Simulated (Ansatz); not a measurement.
This geometry of CH$_{6}$Si (8 atoms, charge 0, multiplicity 1) is a first-order saddle point.

All numbers below come from RKS PBE0/cc-pVDZ in Ansatz 0.2.0.

```xyz
8
Properties=species:S:1:pos:R:3
Si 0.130 0.167 -0.509
H 0.699 -0.194 1.030
H 1.463 -0.002 0.262
H -0.628 1.189 0.291
C -0.819 -1.491 -0.612
H -1.546 -1.635 0.198
H -1.352 -1.529 -1.575
H -0.099 -2.324 -0.607
```

Which two structures does it join? (They come from a converged band through this point; their orientation in space is the band's.)

Bonds formed: H2–H3. CH6Si becomes CH4Si + H2.

Initial state:

```xyz
8
Properties=species:S:1:pos:R:3
Si 0.180 -0.031 0.135
H 0.580 -0.277 1.561
H 1.425 0.218 -0.665
H -0.663 1.209 0.091
C -0.771 -1.507 -0.554
H -1.679 -1.695 0.039
H -1.073 -1.321 -1.596
H -0.151 -2.415 -0.532
```

Final state:

```xyz
8
Properties=species:S:1:pos:R:3
Si 0.265 0.144 -0.765
H 0.627 -0.032 1.102
H 1.332 -0.077 0.686
H -0.658 1.063 0.048
C -0.756 -1.486 -0.624
H -1.259 -1.685 0.333
H -1.549 -1.383 -1.389
H -0.156 -2.363 -0.912
```

How far does it lie above each of them?

2.59 eV above the first and 0.20 eV above the second. This is the barrier of this one path; another mechanism may lie lower.

The run took 2.5 min on 1 thread of Arm Neoverse V2 (shared host), peak memory 0.11 GiB.
